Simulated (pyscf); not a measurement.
Optimised with ωB97X-D3(BJ)/def2-SVP in PySCF.

Q: How much does it cost (ΔH, 298 K, ωB97M-D3(BJ)/def2-TZVP) to split `[NH]=[Mo]([Cl])([Cl])([Cl])[Cl]` at its Cl–Mo bond into [HN=Mo(Cl)(Cl)–Cl]• + Cl•?

A: Cl–Mo to [HN=Mo(Cl)(Cl)–Cl]• + Cl•: 2.03 eV. The 7 functionals that were run give +1.95 (M06-2X) to +2.68 eV (PBE). The radicals are drawn with the spin at the cut bond; how far it spreads was not checked. Other isomers of [HN=Mo(Cl)(Cl)–Cl]• were not searched in full and may lie lower. Left out: the spin-orbit lowering of Cl. Open-shell species with a d-block atom are single-reference here; other states, and whether the spin sits on metal or ligand, were not checked. Elements past Kr carry the def2 core potentials, without spin-orbit coupling.
